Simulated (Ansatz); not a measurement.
C3HO2, SMILES `C#CO[C]=O` radical. The species carries charge 0 and has multiplicity 2.

```xyz
6

C    -0.285   -1.218   -0.897
C    -0.167   -0.076   -0.569
O    -0.052    1.201   -0.262
C     0.322    1.511    1.002
O     0.572    0.818    1.909
H    -0.390   -2.236   -1.184
```

Problem. What are the harmonic wavenumbers in cm⁻¹ at PBE0-D4/def2-TZVP (Ansatz, finite differences of forces, unscaled)? (Estimate.)

Solution. The calculation gave: 160, 255, 428, 462, 619, 668, 786, 925, 1108, 1923, 2292, 3493.

Problem. Is this a minimum?

Solution. Yes, all 12 modes are real.

Problem. Give the ideal-gas thermochemistry at 298.15 K and 1 bar (rigid rotor, harmonic oscillator; point group Cs, symmetry number 1).

Solution. Zero-point energy 78.5 kJ/mol; H(298) − E = 93.8 kJ/mol; entropy 300.8 J/(mol·K), of which translation 161.7, rotation 103.8, vibration 29.5, electronic 5.8; G(298) − E = 4.2 kJ/mol.

Problem. And at 400, 500, 600, 800 and 1000 K?

Solution. 
```
T (K)  H − E (kJ/mol)  S (J/mol/K)  G − E (kJ/mol)
  400           101.9        324.0           -27.7
  500           110.8        343.8           -61.1
  600           120.3        361.1           -96.4
  800           140.8        390.5          -171.6
 1000           162.7        414.9          -252.2
```
